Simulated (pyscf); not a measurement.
# Addition across a multiple bond or ene-type step: H₂C=CH₂ + HC≡CH -> H₂C=CH–CH=CH₂

Gas phase, singlet surface, charge 0. Bonds broken: C1–H3. Bonds formed: C1–C7, H3–C8. Structures and frequencies: ωB97X-D3(BJ)/def2-SVP in PySCF.

Transition state (Å):

```xyz
10

C     -1.3736     0.1708     0.0001
C     -1.1328     0.1902     1.3821
H     -1.5120    -0.9238    -0.4016
H     -2.2412     0.6461    -0.4862
H     -1.5959    -0.5427     2.0496
H     -0.3234     0.7983     1.7978
C     -0.1442     0.5475    -0.9029
C     -0.0003    -0.5163    -1.6088
H      0.3306     1.5323    -0.8014
H      0.4963    -1.0525    -2.4133
```

One imaginary mode, 860i cm⁻¹; descent along it reached the two sides named.

```
bond   change  reactant side (Å)  saddle  product side
-----  ------  -----------------  ------  ------------
C1–H3  breaks              1.096   1.174           2.7
C1–C7   forms                3.6   1.571         1.469
H3–C8   forms                4.3   1.977         1.096
```

Electronic energies relative to the separated reactants (eV):

| level | barrier | reaction energy | reverse barrier |
|---|---|---|---|
| ωB97X-D3(BJ)/def2-TZVP | 3.17 | -2.07 | 5.24 |
| PBE/def2-TZVP | 2.11 | -2.11 | 4.21 |
| r²SCAN/def2-TZVP | 2.34 | -2.14 | 4.49 |
| B3LYP-D3(BJ)/def2-TZVP | 2.69 | -2.02 | 4.71 |
| PBE0-D3(BJ)/def2-TZVP | 2.48 | -2.24 | 4.73 |
| M06-2X/def2-TZVP | 3.09 | -1.94 | 5.03 |
| ωB97M-D3(BJ)/def2-TZVP | 3.17 | -1.95 | 5.12 |
| HF/def2-TZVP | 4.59 | -1.76 | 6.35 |

With ωB97M-D3(BJ)/def2-TZVP energies and thermal terms (ideal gas, 1 atm, RRHO with modes under 100 cm⁻¹ raised to 100, one conformer, R ln 2 for chiral ones without a mode under 150 cm⁻¹), in eV:

| T (K) | ΔH‡ | ΔG‡ | ΔH | ΔG |
|---|---|---|---|---|
| 298 | 3.09 | 3.49 | -1.81 | -1.38 |
| 600 | 3.09 | 3.90 | -1.82 | -0.93 |
| 900 | 3.11 | 4.30 | -1.81 | -0.48 |
| 1200 | 3.13 | 4.69 | -1.78 | -0.05 |

This is the saddle that the search found; another between the same sides may lie lower. One closed-shell reference is unstable to symmetry breaking; treat the single-reference values with care.
